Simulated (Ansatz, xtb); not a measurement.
**A geometry optimisation of AlBH3N with r2SCAN-D4/def2-SVP**

The starting geometry of this gas-phase triplet was built from a drawn formula by distance geometry and a force field; its bonds are those of `B[NH][Al]`.

```yaml
atoms:
  - { symbol: Al, position_ang: [-0.7511, 0.1160, -1.0076] }
  - { symbol: B, position_ang: [-0.1891, 0.8411, 1.6350] }
  - { symbol: N, position_ang: [-0.3299, -0.4534, 0.8074] }
  - { symbol: H, position_ang: [0.9111, 1.1704, 1.9869] }
  - { symbol: H, position_ang: [-1.1293, 1.4950, 1.9074] }
  - { symbol: H, position_ang: [0.5883, -0.9193, 0.7724] }
```

Predict what it relaxes into with r2SCAN-D4/def2-SVP.

It keeps its bonds, and is `B[NH][Al]`.

The energy falls by 0.67 eV over 9 steps:

```tsv
step	E − E(last) (eV)
1	0.666
2	0.356
3	0.180
4	0.071
5	0.017
6	0.005
7	0.001
8	0.000
9	0.000
```

Final geometry (Å):

```xyz
6

Al   -1.2011   -0.2446   -0.8326
B    -0.1019    0.8619    1.6093
N    -0.0519   -0.1109    0.5875
H     0.7258    0.8352    2.4963
H    -0.9682    1.7069    1.5850
H     0.6974   -0.7987    0.6562
```

From the same start GFN2-xTB ends elsewhere, differing in Al1–B2 (2.11 against 2.90 Å here).

No frequencies were run, so the end isn't proven a minimum. Open shells are spin-unrestricted. The triplet needn't be the ground state. Run with Ansatz 0.2.0, 120 s on 1 thread of AMD EPYC (Zen 3) (shared host).
